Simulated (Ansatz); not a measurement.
# Redistribution: C4H4F2 + C3H4F2 → C4H5F + C3H3F3

Species: C4H4F2 `FC1=CC(F)C1`, singlet; C3H4F2 `C=CC(F)F`, singlet; C4H5F `FC1=CCC1`, singlet; C3H3F3 `C=C(F)C(F)F`, singlet. The partners trade F for H; both sit on C, so the bond types are kept.

Shapes, held fixed at every level: PBE0-D4/def2-TZVP. Flexible molecules stand in one conformer, not always the lowest. Programs: Ansatz 0.2.0. The zero-point and thermal change to 298 K, harmonic and unscaled (PBE0-D4/def2-TZVP), is -0.8 kJ/mol.

```
               level                   kind  ΔH(298 K) (kJ/mol)  less CCSD(T)/CBS estimate
         HF/def2-SVP           Hartree–Fock               +12.9                       +2.1
   PBE-D4/def2-TZVPP                    GGA                +3.7                       -7.1
 BHLYP-D4/def2-TZVPP          global hybrid               +10.9                       +0.1
   B2PLYP/def2-TZVPP          double hybrid                +8.9                       -1.9
       CCSD/def2-SVP  coupled cluster or CI                +5.4                       -5.4
  CCSD(T)/def2-TZVPP  coupled cluster or CI                +8.9                       -1.9
     CCSD/def2-TZVPP  coupled cluster or CI                +9.7                       -1.1
CCSD(T)/CBS estimate  coupled cluster or CI               +10.8                        0.0
```

The highest level, CCSD(T)/CBS estimate, gives ΔH(298 K) = +10.8 kJ/mol; the levels span +3.7 to +12.9. The column of differences is taken from that level and isn't an error. No measured value is set beside it here. The CBS estimate extrapolates MP2 from def2-TZVPP and def2-QZVPP and adds CCSD(T) − MP2 in the triple-zeta set, cores frozen.
